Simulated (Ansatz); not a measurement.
We consider bcc Sr (high-temperature phase), described by LDA (plane waves, PAW; Ansatz, an electronic-structure program).

Settings: plane-wave cutoff 500 eV, 22×22×22 k mesh, Fermi–Dirac smearing 0.1 eV, scalar-relativistic PAW data made under PBE.

Computed at the level's own relaxed cell.

Problem. Predict the volume per atom and lattice parameter a.

Solution. 
- volume per atom = 47.89 Å³/atom
- lattice parameter a = 4.575 Å

The run finds no gap.

Note: symmetry holds this phase in the static calculation, where it need not be a minimum; the volume lies 16 % below that of the published cell.

The computed numbers hold no vibrational or temperature effects.
